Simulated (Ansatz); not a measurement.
System: fluorite CeO2. Method: PBEsol+SOC (PAW; Ansatz, a program for electronic structure).

Numerical settings: plane-wave cutoff 520 eV, 12×12×12 k mesh, Fermi–Dirac smearing 0.01 eV, PAW data made under PBE.

Properties against volume:

```
V (Å³/atom)  P (GPa)  direct gap at Γ (eV)  smallest gap on the k mesh (eV)
-----------  -------  --------------------  -------------------------------
12.315         13.65                 3.226                            2.105
12.577          8.60                 3.095                            2.040
12.839          4.07                 2.971                            1.977
13.101          0.00                 2.853                            1.915
13.363         -3.64                 2.741                            1.854
13.625         -6.91                 2.635                            1.795
13.887         -9.84                 2.534                            1.737
```

The fundamental gap (1.90 eV at the equilibrium volume, with added k points) lies elsewhere than Γ–Γ.

Measured, for comparison: band gap 3 eV (temperature not stated, not corrected to a static lattice, O 2p to Ce 4f, sources range from 3.00 to 3.20; as tabulated in Tran et al. (2019), arXiv:1908.01820).
